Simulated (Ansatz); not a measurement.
NH$_{4}$SO$_{2}$ (charge +1), closed shell: a pair in one relaxed arrangement.

The input file, in.yaml:

```yaml
crystal:
  periodic: [false, false, false]
  atoms:
    - {symbol: N, position_ang: [0.075128, 0.065799, -1.350520]}
    - {symbol: H, position_ang: [-0.228328, -0.888458, -1.548917]}
    - {symbol: H, position_ang: [0.087696, 0.232341, -0.313759]}
    - {symbol: H, position_ang: [-0.567957, 0.722193, -1.795320]}
    - {symbol: H, position_ang: [1.011697, 0.206615, -1.731661]}
    - {symbol: O, position_ang: [-0.493059, -1.184073, 2.760387]}
    - {symbol: S, position_ang: [-0.052709, 0.164716, 2.658831]}
    - {symbol: O, position_ang: [0.167631, 0.680968, 1.320962]}
basis:
  gaussian: {orbitals: "def2-TZVPPD.json"}
total_charge: 1
hamiltonian: {xc: {name: B97M-V}}
```

The basis file named in the input lies beside it (Basis Set Exchange, JSON).

Launched with

```bash
ansatz run in.yaml --threads 4 --pin off --events-out ev --progress --plain --max-ram 9574MiB
```

The run's output (Ansatz 0.2.0):

```
Functional definition: B97M-V
  name "B97M-V"
  cite "Mardirossian & Head-Gordon, J. Chem. Phys. 142, 074111 (2015) doi:10.1063/1.4907719"
  cite "Becke, J. Chem. Phys. 107, 8554 (1997) doi:10.1063/1.475007"
  cite "Vydrov & Van Voorhis, J. Chem. Phys. 133, 244103 (2010) doi:10.1063/1.3521275"
  # Of w^i u^j: cxij and so on, Table III.
  parameter cx00 = 1.000
  parameter cx01 = 1.308
  parameter cx02 = 1.901
  parameter cx10 = 0.416
  parameter cx11 = 3.070
  parameter css00 = 1.000
  parameter css02 = -1.855
  parameter css10 = -5.668
  parameter css32 = -20.497
  parameter css42 = -20.364
  parameter cos00 = 1.000
  parameter cos01 = 1.573
  parameter cos03 = -6.298
  parameter cos10 = 2.535
  parameter cos32 = -6.427
  parameter b = 6.0
  parameter c = 0.01
  gx(w, u) = cx00 + cx01*u + cx02*u^2 + (cx10 + cx11*u)*w
  gss(w, u) = css00 + css02*u^2 + css10*w + (css32*w^3 + css42*w^4)*u^2
  gos(w, u) = cos00 + cos01*u + cos03*u^3 + cos10*w + cos32*w^3*u^2
  exchange = spin_sum(e_x_unif_s*gx(b97_w, b97_u_x))
  correlation = spin_sum(e_c_pw_mod_same_spin*gss(b97_w, b97_u_same))
      + integral(e_c_pw_mod_opposite_spin*gos(b97_w_opposite, b97_u_opposite)) + vv10(b, c)
1101 factors; their error is unknown
mean field evaluation 1: about -16455.0037 eV, gradient 1.1e2 eV
mean field evaluation 2: about -16388.1560 eV, gradient 2.1e2 eV
mean field evaluation 4: about -16475.0423 eV, gradient 2.7e1 eV
mean field evaluation 8: about -16476.3836 eV, gradient 1.0e-1 eV
mean field evaluation 16: about -16476.3691 eV, gradient 8.3e-4 eV
mean field -16476.36910196 eV, -605.4953964129 hartree, gradient 6.8e-5 eV, S^2 0.000000; 0 other end points of the search recorded, 0 dependent functions left out
reference -16476.36916958 eV, -605.4953988978 hartree; 21, 21 occupied and 215, 215 virtual orbitals, 1101 factors
Total energy: -16476.36916958 eV, -605.4953988978 hartree
```

Hardware: 4 CPU threads of an Intel Xeon Platinum 8488C, shared host. Wall time about 2.9 s.
